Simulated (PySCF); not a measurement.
Compound: 2-butanone, C₄H₈O.
Geometry (PBE0-D3(BJ)/def2-SVP, Å), atoms numbered from 1 in this order:
```xyz
13
C4H8O angstrom
C     -1.8214   -0.1245    0.8404
C     -0.4456   -0.5546    0.3742
C      0.4901    0.6064    0.1007
C      1.8957    0.2521   -0.3218
O      0.1288    1.7533    0.2127
H     -2.4640   -0.9952    1.0360
H     -1.7545    0.4719    1.7616
H     -2.3113    0.5066    0.0854
H     -0.5025   -1.1554   -0.5520
H      0.0444   -1.2192    1.1082
H      2.3902   -0.3510    0.4561
H      1.8796   -0.3595   -1.2378
H      2.4708    1.1691   -0.4995
```

The calculation used PBE0-D3(BJ)/def2-SVP geometry optimisation, gas phase in PySCF 2.14.0.

Masses are those of the commonest isotopes; rigid-rotor values at the optimised geometry. The values belong to one conformer with, in the numbering `[CH3:1][CH2:2][C:3]([CH3:4])=[O:5]`, C1–C2–C3–C4 178°.

Question: Give the principal moments of inertia and the rotational constants in cm⁻¹.

Answer: Ia = 52.61, Ib = 139.61, Ic = 182.81 u·Å²; 505379 MHz·u·Å²/I gives 9606, 3620 and 2765 MHz, that is A = 0.32041, B = 0.12075, C = 0.09221 cm⁻¹.

Question: What kind of rotor is it?

Answer: An asymmetric top. Ray's parameter κ = (2B − A − C)/(A − C) = -0.750; −1 is the prolate and +1 the oblate limit.

Question: Is it planar, by Δ = Ic − Ia − Ib?

Answer: Not planar: Δ = Ic − Ia − Ib = -9.41 u·Å². For a rigid frame Δ = −2 Σ m c², so Σ m c² = 4.71 u·Å² lies off the ab plane: 4.70 from hydrogen and 0.01 from heavier atoms. The atom farthest from that plane is 0.92 Å away.

Question: Give the other two planar moments, Paa and Pbb, and the rms extents of the mass along the axes.

Answer: Paa = Σ m a² = (Ib + Ic − Ia)/2 = 134.90 and Pbb = Σ m b² = (Ia + Ic − Ib)/2 = 47.91 u·Å². With the mass M = 72.06 u, the rms extents √(P/M) along a, b and c are 1.37, 0.82, 0.26 Å.

Question: Where do the levels up to J = 5 lie, in MHz?

Answer: Above 0(0,0):
J = 1: 1(0,1) 6385, 1(1,1) 12370, 1(1,0) 13226
J = 2: 2(0,2) 19068, 2(1,2) 24284, 2(1,1) 26850, 2(2,1) 44807, 2(2,0) 44892
J = 3: 3(0,3) 37886, 3(1,3) 42103, 3(1,2) 47231, 3(2,2) 63961, 3(2,1) 64382, 3(3,1) 96078, 3(3,0) 96083
J = 4: 4(0,4) 62618, 4(1,4) 65775, 4(1,3) 74293, 4(2,3) 89432, 4(2,2) 90659, 4(3,2) 121772, 4(3,1) 121809, 4(4,1) 166525, 4(4,0) 166525
J = 5: 5(0,5) 93042, 5(1,5) 95237, 5(1,4) 107923, 5(2,4) 121166, 5(2,3) 123889, 5(3,3) 153936, 5(3,2) 154083, 5(4,2) 198637, 5(4,1) 198640, 5(5,1) 256181, 5(5,0) 256181
The levels of one J sum to (2J + 1)J(J + 1)(A + B + C)/3.

Question: Predict some low-J microwave lines.

Answer: The dipole components are |μa| = 0.17 D, |μb| = 2.72 D, |μc| = 0.00 D. The squared components, which scale the intensities, stand as 0.00 : 1.00 : 0.00 (a : b : c). Some lines, for components of 0.1 D or more:

```json
{"type": "a", "branch": "Q", "J(Ka,Kc)": "3(2,1) ← 3(2,2)", "MHz": "421", "lower level (cm⁻¹)": "2.133"}
{"type": "a", "branch": "Q", "J(Ka,Kc)": "1(1,0) ← 1(1,1)", "MHz": "856", "lower level (cm⁻¹)": "0.413"}
{"type": "a", "branch": "Q", "J(Ka,Kc)": "4(2,2) ← 4(2,3)", "MHz": "1227", "lower level (cm⁻¹)": "2.983"}
{"type": "a", "branch": "Q", "J(Ka,Kc)": "2(1,1) ← 2(1,2)", "MHz": "2567", "lower level (cm⁻¹)": "0.810"}
{"type": "a", "branch": "Q", "J(Ka,Kc)": "5(2,3) ← 5(2,4)", "MHz": "2724", "lower level (cm⁻¹)": "4.042"}
{"type": "b", "branch": "R", "J(Ka,Kc)": "1(1,1) ← 0(0,0)", "MHz": "12370", "lower level (cm⁻¹)": "0.000"}
{"type": "b", "branch": "Q", "J(Ka,Kc)": "5(1,4) ← 5(0,5)", "MHz": "14880", "lower level (cm⁻¹)": "3.104"}
{"type": "a", "branch": "R", "J(Ka,Kc)": "3(0,3) ← 2(0,2)", "MHz": "18818", "lower level (cm⁻¹)": "0.636"}
{"type": "a", "branch": "R", "J(Ka,Kc)": "3(1,2) ← 2(1,1)", "MHz": "20381", "lower level (cm⁻¹)": "0.896"}
{"type": "a", "branch": "R", "J(Ka,Kc)": "4(0,4) ← 3(0,3)", "MHz": "24732", "lower level (cm⁻¹)": "1.264"}
{"type": "a", "branch": "R", "J(Ka,Kc)": "4(1,3) ← 3(1,2)", "MHz": "27062", "lower level (cm⁻¹)": "1.575"}
{"type": "b", "branch": "R", "J(Ka,Kc)": "5(0,5) ← 4(1,4)", "MHz": "27268", "lower level (cm⁻¹)": "2.194"}
{"type": "b", "branch": "R", "J(Ka,Kc)": "5(1,5) ← 4(0,4)", "MHz": "32619", "lower level (cm⁻¹)": "2.089"}
{"type": "b", "branch": "Q", "J(Ka,Kc)": "5(3,3) ← 5(2,4)", "MHz": "32770", "lower level (cm⁻¹)": "4.042"}
{"type": "a", "branch": "R", "J(Ka,Kc)": "5(2,3) ← 4(2,2)", "MHz": "33230", "lower level (cm⁻¹)": "3.024"}
{"type": "b", "branch": "R", "J(Ka,Kc)": "3(2,2) ← 2(1,1)", "MHz": "37110", "lower level (cm⁻¹)": "0.896"}
{"type": "b", "branch": "R", "J(Ka,Kc)": "4(2,3) ← 3(1,2)", "MHz": "42201", "lower level (cm⁻¹)": "1.575"}
{"type": "b", "branch": "Q", "J(Ka,Kc)": "5(4,1) ← 5(3,2)", "MHz": "44556", "lower level (cm⁻¹)": "5.140"}
{"type": "b", "branch": "R", "J(Ka,Kc)": "5(2,4) ← 4(1,3)", "MHz": "46873", "lower level (cm⁻¹)": "2.478"}
{"type": "b", "branch": "Q", "J(Ka,Kc)": "5(5,0) ← 5(4,1)", "MHz": "57542", "lower level (cm⁻¹)": "6.626"}
{"type": "b", "branch": "R", "J(Ka,Kc)": "5(2,3) ← 4(1,4)", "MHz": "58114", "lower level (cm⁻¹)": "2.194"}
```

Stationary, but not proved a minimum. No vibrational averaging or centrifugal distortion is included, and the geometry carries the error of its method. A rigid rotor knows nothing of internal rotation, which can split or shift real lines.
